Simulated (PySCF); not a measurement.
Multinuclear NMR of CF3NH2

Cartesian coordinates in Å; atom numbers follow the order of the lines, from 1:
```xyz
7

N     0.464   -0.341   -0.722
C    -0.370    0.224    0.242
F    -1.571   -0.356    0.215
F    -0.513    1.531    0.016
F     0.075    0.108    1.517
H     0.593   -1.330   -0.560
H     1.355    0.135   -0.757
```

- structure optimised with PBE0-D3(BJ)/def2-TZVP
- σ from GIAO-B97-2/pcSseg-2
- program: PySCF 2.14
- no solvent model, one conformer, non-relativistic, one averaged value for each set of equivalent atoms

Task: What are the ¹⁹F shifts?

Result: 
```tsv
atoms	environment	σ (ppm)	δ (ppm)
F3/F4/F5	fluorine of a CF3 group	243.1	-57.8
```

Shieldings were converted by a linear fit to measured shifts: ¹⁹F: δ = 163.32 − 0.949σ +9.6 on sp3 carbon (rms 4.2 ppm, 161 shifts, 5.7 ppm with the 8 outliers that the fit left out vs CFCl3, solution or neat liquid). A few per cent of atoms miss by over 2 rms, more outside the fitted compound classes.

On a 400 MHz spectrometer ¹⁹F resonates near 376.4 MHz, so 1 ppm is 376.4 Hz.

Task: Predict the ¹⁵N NMR data.

Result: 
| atoms | environment | σ (ppm) | δ (ppm) |
| --- | --- | --- | --- |
| N1 | amine nitrogen | 197.1 | -331.2 |

Shieldings were converted by a linear fit to measured shifts: ¹⁵N: δ = -149.73 − 0.920σ (rms 6.4 ppm, 44 shifts vs CH3NO2, solution or neat liquid). Occasional misses reach two or three times the rms, and more in compound classes unlike the fitted ones.

On a 400 MHz spectrometer ¹⁵N resonates near 40.5 MHz, so 1 ppm is 40.5 Hz.
